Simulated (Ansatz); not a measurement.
Ansatz (a quantum-chemistry and plane-wave program) input:

Ansatz 0.2 input:
```yaml
crystal:
  periodic: [false, false, false]
  atoms:
    - {symbol: C, position_ang: [1.20714507, -0.43893973, -0.00256418]}
    - {symbol: C, position_ang: [0.11798946, 0.57141053, 0.00482199]}
    - {symbol: N, position_ang: [-1.24139525, -0.02687100, -0.00131228]}
    - {symbol: H, position_ang: [1.53582640, -0.90177310, 0.91941065]}
    - {symbol: H, position_ang: [1.53745215, -0.88648962, -0.93147757]}
    - {symbol: H, position_ang: [0.18297362, 1.22496543, -0.86746879]}
    - {symbol: H, position_ang: [0.18143178, 1.21047070, 0.88789918]}
    - {symbol: H, position_ang: [-1.35007526, -0.63365410, 0.80545776]}
    - {symbol: H, position_ang: [-1.34864912, -0.62024710, -0.81818214]}
basis:
  gaussian:
    orbitals: aug-cc-pVTZ
hamiltonian:
  xc: hf
magnetization: {spin_polarized: true, initial_magnetization: 1}
```

Problem. What final total energy does it print?

Solution. -133.67297 Eh (HF/aug-cc-pVTZ). The basis has 276 functions.

It need not be the lowest isomer of its formula.
